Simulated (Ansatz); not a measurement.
A structure relaxed at PBE0-D4/def2-TZVP, charge 0, multiplicity 1:

```json
{"atom": "F1", "x (Å)": "-1.0220", "y (Å)": "1.4093", "z (Å)": "-0.2712"}
{"atom": "C2", "x (Å)": "-0.0303", "y (Å)": "0.6480", "z (Å)": "0.1215"}
{"atom": "F3", "x (Å)": "0.8953", "y (Å)": "1.3019", "z (Å)": "0.7795"}
{"atom": "C4", "x (Å)": "0.0303", "y (Å)": "-0.6480", "z (Å)": "-0.1215"}
{"atom": "F5", "x (Å)": "-0.8953", "y (Å)": "-1.3019", "z (Å)": "-0.7795"}
{"atom": "F6", "x (Å)": "1.0220", "y (Å)": "-1.4092", "z (Å)": "0.2712"}
```

(1) Give its formula and SMILES.

(2) Point group (tolerance 0.08 Å, 0.16 Å for H)?

(3) Summarise the bond lengths by kind.

Answers

(1) C2F4, `FC(F)=C(F)F` (tetrafluoroethylene).

(2) D2h.

(3) 4 × C–F 1.310 Å; 1 × C–C 1.320 Å.

Results of the Gaussian-basis code of Ansatz.
